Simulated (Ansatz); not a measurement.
in.yaml

```yaml
crystal:
  periodic: [false, false, false]
  atoms:
    - {symbol: Si, position_ang: [0.000000, 0.000000, 0.000000]}
    - {symbol: H, position_ang: [0.856135, 0.856135, 0.856135]}
    - {symbol: H, position_ang: [-0.856135, -0.856135, 0.856135]}
    - {symbol: H, position_ang: [-0.856135, 0.856135, -0.856135]}
    - {symbol: H, position_ang: [0.856135, -0.856135, -0.856135]}
basis:
  gaussian: {orbitals: "6-31G*"}
correlation: {method: fci, electrons: outside_noble_gas}
```

```sh
$ ansatz run in.yaml --threads 2 --pin off --events-out ev --progress --plain --max-ram 24576MiB --backend cuda --devices 0, --max-vram 18GiB
```

The program prints:

```
521 factors; integrals over basis functions are off by at most 2.6e-8 eV
mean field evaluation 1: about -7924.1489 eV, gradient 9.1e0 eV
mean field evaluation 2: about -7924.1547 eV, gradient 9.1e0 eV
mean field evaluation 4: about -7924.6368 eV, gradient 2.9e-1 eV
mean field evaluation 8: about -7924.6372 eV, gradient 2.5e-5 eV
mean field -7924.63720431 eV, -291.2250457465 hartree, gradient 2.6e-6 eV, S^2 0.000000; 0 other end points of the search recorded, 0 dependent functions left out
5 core orbitals not correlated: weight in the atoms' cores, before any rotation towards them, 1.000 or more for the frozen orbitals, at most 0.000 for the correlated occupied ones
reference -7924.63720431 eV, -291.2250457465 hartree; 4, 4 occupied and 18, 18 virtual orbitals, 521 factors
state -7927.62353270 eV, -291.3347912905 hartree
Total energy: -7927.62353270 eV, -291.3347912905 hartree
```

Natural occupations: 1.9733 1.9620 1.9620 1.9620 0.0275 0.0218 0.0218 0.0218 0.0079 0.0079 0.0079 0.0052 0.0052 0.0046 0.0024 0.0024 0.0024 0.0006 0.0006 0.0006 0.0003 0.0001.

Ran on 2 threads of AMD EPYC 7R13 with a shared H100 80 GB, shared host: 7 s wall, 0.76 GiB peak host memory.
